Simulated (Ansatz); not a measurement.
Relaxation of C2H7Al (10 atoms, charge 0, multiplicity 1), to a largest force component of 0.03 eV/Å in at most 50 steps.

The calculation used RKS BLYP-D4/6-31G* (Ansatz).

```xyz
10
Properties=species:S:1:pos:R:3:forces:R:3
Al -1.022 -0.920 0.943 -0.18 -0.07 0.03
H 1.495 0.138 1.352 0.06 0.01 -0.11
C 1.897 0.167 0.322 0.13 0.06 0.07
H 1.865 -0.841 -0.118 0.00 0.01 0.00
H 1.314 0.863 -0.297 0.00 -0.01 0.01
H 2.945 0.504 0.367 -0.01 0.00 0.00
C -1.373 -0.106 -0.877 -0.06 0.07 -0.05
H -2.383 -0.392 -1.246 0.08 0.02 0.03
H -1.353 1.006 -0.851 0.01 -0.10 0.00
H -0.648 -0.420 -1.655 -0.03 0.01 0.03
```

Where does it end, and by what steps?

It converged. After 3 steps the energy has fallen by 0.035 eV; Al1 moved furthest, 0.29 Å.

```
step  energy less start (eV)  largest force component (eV/Å)  accepted
   0                  0.0000                           0.177       yes
   1                 -0.0308                           0.071       yes
   2                  0.0423                           0.866        no
   3                 -0.0345                           0.023       yes
```

```xyz
10
Properties=species:S:1:pos:R:3
Al -1.299 -0.997 0.926
H 1.652 0.164 1.380
C 2.006 0.192 0.337
H 1.977 -0.823 -0.089
H 1.366 0.859 -0.259
H 3.043 0.561 0.323
C -1.470 -0.125 -0.888
H -2.457 -0.341 -1.348
H -1.381 0.980 -0.837
H -0.701 -0.471 -1.606
```

Time of the run: 9.2 s on 1 thread of Arm Neoverse V1, on a shared host, peak memory 0.12 GiB.
